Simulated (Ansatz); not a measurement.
Compare A (`N[SiH2][O]`•) with its isomer B (`[NH][SiH2]O`•).

Computed with Ansatz on PBE0-D4/def2-TZVP structures; ΔE is electronic, products minus reactants. CCSD(T)/CBS is the MP2 limit (def2-TZVPP, def2-QZVPP) plus CCSD(T) − MP2 in def2-TZVPP, frozen cores. This one scheme is used for every species. Functionals use def2-TZVPP. B3LYP here is the variant with VWN-RPA as its local correlation; programs differ in this. No spin–orbit coupling; open shells (•) take unrestricted orbitals. One conformer a species, not always the lowest.

A:

```xyz
7

N    -0.728   -0.649    0.453
Si    0.482    0.284   -0.290
O     0.368    1.938   -0.330
H    -0.697   -0.854    1.438
H    -1.667   -0.698    0.091
H     0.485    0.023   -1.758
H     1.757   -0.044    0.396
```

B:

Z-matrix (Å, degrees):
```
Si
O 1 1.637
N 1 1.741 2 110.5
H 1 1.493 2 112.1 3 116.9
H 1 1.484 2 105.4 3 -122.6
H 2 0.959 1 117.6 3 -45.9
H 3 1.022 1 114.4 2 -169.8
```

Which isomer does CCSD(T)/CBS put lower? Give the gap. (Estimate.)

The calculation gave: B, by 6.5 kcal/mol.

Give E(B) − E(A) in kcal/mol with LDA (SPW92), B2PLYP, B3LYP, CCSD(T)/def2-TZVPP, CCSD(T)/def2-SVP, HF/def2-TZVPP, r2SCAN-D4. (Best estimate.)

Ansatz gave: LDA (SPW92) -3.7, B2PLYP -5.4, B3LYP -4.2, CCSD(T)/def2-TZVPP -5.9, CCSD(T)/def2-SVP -3.6, HF/def2-TZVPP -1.6, r2SCAN-D4 -5.1. None reverses the order clearly.

Does the order hold for the free energy at 298.15 K (harmonic terms from PBE0-D4)? (Best estimate.)

Ansatz gave: Yes: G(B) − G(A) = -7.0 kcal/mol, for one conformer each.

Largest T1 diagnostic: 0.018.

In def2-TZVPP, CCSD(T) changes the Hartree–Fock value by −4.3 kcal/mol (the triples alone add −0.2 kcal/mol) and MP2 by −6.6 kcal/mol. Leaving LDA and LC-ωPBE aside and taking each functional with its dispersion term where it has one, the values, not all of them listed here, spread over 2.0 kcal/mol, from PBE-QIDH to BLYP-D4.
